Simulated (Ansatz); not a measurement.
A made-up structure of CH₃NS, singlet:

N1  (-1.055, -0.028, -0.227)
C2  (0.202, -0.037, -0.334)
S3  (1.284, 0.119, 1.029)
H4  (-1.496, -0.132, -1.139)
H5  (-1.574, -0.265, 0.618)
H6  (0.302, 0.219, 1.941)
(Å)

It is relaxed with PBE-D4/def2-SVP and then PBE0-D4/def2-TZVP (Ansatz 0.2.0). Atoms count as bonded within 1.22 times the sum of their covalent radii (H–H: 0.88 Å). The end point is not checked to be a true minimum.

(1) Does its bonding change? (A judgement: the text doesn't fix the answer.)

## Answers

(1) The calculation gives: No: no bond forms or breaks.

Where it ends: The first stage lowers the energy by 0.46 eV in 7 steps. It ends as CH₃NS ([NH2][C][SH]):
N1  (-1.012, -0.106, -0.271)
C2  (0.285, 0.019, -0.397)
S3  (1.203, 0.166, 1.009)
H4  (-1.581, -0.196, -1.098)
H5  (-1.514, -0.121, 0.616)
H6  (0.284, 0.114, 2.030)
(Å)

Labels in which every atom is bracketed show which atoms are joined, not bond orders.

For scale, one of the runs: PBE0-D4/def2-TZVP relaxation, 117 basis functions, launched by `ansatz run in.yaml --threads 2 --pin off --events-out ev --progress --plain --max-ram 4352MiB`. The run took about 13 s on 2 CPU threads of an Intel Xeon Platinum 8488C (shared host).
